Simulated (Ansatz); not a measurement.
Basis-set extrapolation for `CC1=CO1` (PBE0-D4/def2-TZVP geometry, frozen core, the Gaussian-basis code of Ansatz). Multiplicity 1, RHF reference.

```csv
,def2-TZVPP,def2-QZVPP
HF,-190.719896,-190.728730
MP2 correlation,-0.713238,-0.762504
CCSD(T) correlation,-0.774519,not run
```

Energies in hartree. Use E(X) = E(∞) + A·exp(−7.88·√X) for Hartree–Fock and E(X) = E(∞) + B·X^(−2.97) for correlation, with X = 3 and 4, and add CCSD(T) minus MP2 of the smaller set to the MP2 limit.

Task: What is the CCSD(T) energy at the basis-set limit?

Result: HF limit: -190.728730 + (-0.008834) × 0.13774 = -190.72995. MP2 limit: -0.762504 + (-0.049266) × 0.74074 = -0.79900. Higher-order term: -0.774519 − (-0.713238) = -0.06128. Total: -191.59023 hartree, 251.6 kJ/mol below CCSD(T)/def2-TZVPP.
